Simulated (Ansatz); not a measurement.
How basis sets differ on CS (carbon monosulfide)

The species is CS (2 atoms), meant as a singlet with charge 0. SMILES: `[C-]#[S+]`. The bond length is the measured one.

```csv
atom,x (Å),y (Å),z (Å)
C,0.0000,0.0000,0.0000
S,0.0000,0.0000,1.5349
```

Each level gives the dipole moment (D). The values are calculated.

**What was measured.** NIST CCCBDB gives the dipole moment of the gas as 1.98 D.

```
          level                 kind  program  value (D)  computed − measured  CPU time
MP2/aug-cc-pVDZ  perturbation theory   Ansatz       2.23                +0.25    0.51 s
    MP2/pcseg-2  perturbation theory   Ansatz       2.28                +0.30     1.5 s
MP2/aug-cc-pVTZ  perturbation theory   Ansatz       2.26                +0.28     1.3 s
MP2/aug-cc-pVQZ  perturbation theory   Ansatz       2.26                +0.28     6.8 s
```

Nearest: MP2/aug-cc-pVDZ (+0.25 D); farthest: MP2/pcseg-2 (+0.30 D). The measured dipole is a vibrational average, so differences of a few hundredths of a debye mean little. Times are those of the runs behind each value, whatever else they computed, on shared processors of several kinds: orders of magnitude only.
